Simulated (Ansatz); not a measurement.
Ansatz (a first-principles code) input (wB97M-V/6-311++G(3df,3pd)): A basis named .json is the Basis Set Exchange file of that set (core-valence sets with the plain set on hydrogen).

Ansatz 0.2 input:
```yaml
crystal:
  periodic: [false, false, false]
  atoms:
    - {symbol: F, position_ang: [-0.00000000, -0.00000000, -0.69824324]}
    - {symbol: F, position_ang: [0.00000000, 0.00000000, 0.69824324]}
basis:
  gaussian:
    orbitals: 6-311++G_3df_3pd_.json
hamiltonian:
  xc: {name: wB97M-V}
magnetization: {spin_polarized: false}
```

Output:

```
Functional definition: wB97M-V
integrals: 0.01 GiB planned
416 factors; their error is unknown
integrals: 0.05 GiB planned
80 factors; integrals over basis functions are off by at most 2.6e-5 eV
mean field: 0.19 GiB planned
mean field evaluation 1: about -5429.0943 eV, gradient 1.9e1 eV
mean field evaluation 2: about -5429.4793 eV, gradient 8.0e0 eV
mean field evaluation 4: about -5429.5354 eV, gradient 4.2e-1 eV
mean field evaluation 8: about -5429.5313 eV, gradient 1.3e-3 eV
mean field -5429.53128903 eV, -199.5315946033 hartree, gradient 7.4e-6 eV, S^2 0.000000; 0 other end points of the search recorded, 0 dependent functions left out
reference -5429.53131726 eV, -199.5315956408 hartree; 9, 9 occupied and 69, 69 virtual orbitals, 416 factors
Total energy: -5429.53131726 eV, -199.5315956408 hartree
```
